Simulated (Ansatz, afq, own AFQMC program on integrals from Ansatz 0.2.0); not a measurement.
P, quartet → P⁺, triplet

A free P atom.

E(triplet, charge +1) − E(quartet, charge +0) at this geometry, on UHF and UHF determinants.

Basis cc-pVTZ. Noble-gas cores (and the filled d shells of Ga–Kr and In–Xe) are frozen. Ansatz 0.2.0 and our own AFQMC program on the same integrals; the CISD trial comes from CCSD amplitudes, and released means the phaseless constraint is let go. ± is one standard error of the sampling. The errors of all members are added in quadrature.

Full CI on the same integrals is exact in this basis and with this determinant's frozen core.

The best estimate is CCSD(T) at the basis-set limit (CBS: def2-TZVPP and def2-QZVPP, with their diffuse functions for anions and beside diffuse sets, CCSD(T) itself extrapolated) plus the step from CCSD(T) to full CI in cc-pVTZ. Rows without CBS are in cc-pVTZ; B2PLYP and the wave-function rows carry a basis error of their own. Core correlation and relativity beyond core potentials are missing, and ± holds the sampling alone.

Best estimate: 10.532 eV.

| level | vertical ionization energy (eV) | error against the best estimate (eV) |
| --- | --- | --- |
| HF | 9.915 | -0.617 |
| MP2 | 10.483 | -0.050 |
| CCSD | 10.418 | -0.114 |
| CCSD(T) | 10.458 | -0.074 |
| CCSDT | 10.461 | -0.071 |
| CCSDT(Q) | 10.463 | -0.069 |
| ph-AFQMC/CISD | 10.464 ± 0.002 | -0.069 ± 0.002 |
| released AFQMC | 10.464 ± 0.001 | -0.068 ± 0.001 |
| FCI | 10.463 | -0.069 |
| HF/CBS | 9.906 | -0.627 |
| MP2/CBS | 10.550 | 0.018 |
| CCSD(T)/CBS | 10.528 | -0.005 |
| PBE | 10.486 | -0.046 |
| r2SCAN | 10.638 | 0.106 |
| PBE0 | 10.533 | 0.000 |
| B3LYP | 10.387 | -0.145 |
| wB97M-V | 10.255 | -0.277 |
| B2PLYP | 10.331 | -0.201 |

Correlation beyond CCSD(T) adds 0.005 eV. Going to the basis-set limit adds 0.069 eV at CCSD(T). The perturbative (T) step is worth +0.041 eV. The functionals spread over 0.383 eV; PBE0 comes nearest and wB97M-V is 0.277 eV too low.

Best estimates are given only where the step beyond CCSD(T) is under 0.3 eV and no member's determinant is very poor (T1 over 0.05, or 0.07 for open shells, ⟨S²⟩ too high by 0.3, two states mixed), so the hardest cases are missing from such tables.

The functionals ran in a triple-zeta set and keep a basis error of their own, a few kJ/mol for each bond in atomization energies and more for double hybrids, so close places among them and the extrapolated levels can swap.

CCSDT and higher add their correlation energy to the determinant of the CCSD(T) run, since their own runs factorise the integrals more tightly (a shift of under 2 meV). Each member of a difference takes its own highest rung, so a best estimate needn't equal the limit plus the step of one row. A walk keeps the symmetry of its determinant, which the program's search chose and which needn't be the lowest solution, so a lower state of the same spin and another symmetry isn't excluded. Released energies are given only where the last usable release times agree within the noise; a slower fall can still hide under it.
